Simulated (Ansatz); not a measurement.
**Correlation methods on HCO, doublet**

Program: Ansatz, Gaussian basis, development build; BCCD by scripts on PySCF. Settings: STO-3G; 2 core orbitals frozen; no relativity. Perturbation and coupled-cluster methods stand on the Hartree–Fock determinant that coupled cluster favours; RHF here means ROHF, with semicanonical perturbation theory. The state met can differ between shapes. The basis is small, far from the limit.

Shape A. A bond is stretched, to 1.30 times the sum of the covalent radii.

```xyz
3

C     0.0000    0.0000    0.0000
H     0.0000    0.9200   -0.6300
O     0.0000    0.0000    1.8463
```

Shape B. A bond is stretched, to 1.41 times the sum of the covalent radii.

```xyz
3

C     0.0000    0.0000    0.0000
H     0.0000    1.2420   -0.8505
O     0.0000    0.0000    1.1760
```

Shape C:

| atom | x (Å) | y (Å) | z (Å) |
| --- | --- | --- | --- |
| C | 0.0000 | 0.0000 | 0.0000 |
| H | 0.0000 | 1.0304 | -0.7056 |
| O | 0.0000 | 0.0000 | 1.1760 |

Correlation energy of CCSD(T), then each method's total less that of CCSD(T), in eV:

| case | E corr CCSD(T) | CCSD | BCCD | BCCD(T) | determinant |
| --- | --- | --- | --- | --- | --- |
| A RHF | -4.155 | +0.299 | -0.044 | -0.312 | – |
| B RHF | -4.470 | +0.208 | +0.255 | +0.006 | – |
| B UHF | -4.094 | +0.196 | +0.242 | +0.002 | ⟨S²⟩ = 0.819 |
| C RHF | -3.915 | +0.137 | +0.177 | +0.008 | – |
| C UHF | -3.813 | +0.103 | +0.167 | +0.004 | ⟨S²⟩ = 0.853 |

(1) How far does full CI lie from CCSD(T) in each case, and where is CCSD(T) within 1 kcal/mol (0.043 eV)?

(2) Which method comes nearest to full CI in total energy for C UHF?

Answers

(1) A RHF: -0.479 eV (outside, other state); B RHF: -0.039 eV (within); B UHF: -0.045 eV (outside); C RHF: -0.036 eV (within); C UHF: -0.042 eV (within).

(2) CCSD(T), 0.042 eV away; next BCCD(T) (0.046 eV), last BCCD (0.209 eV).

Coupled cluster and full CI may stand on different states here. Several Brueckner solutions were met.
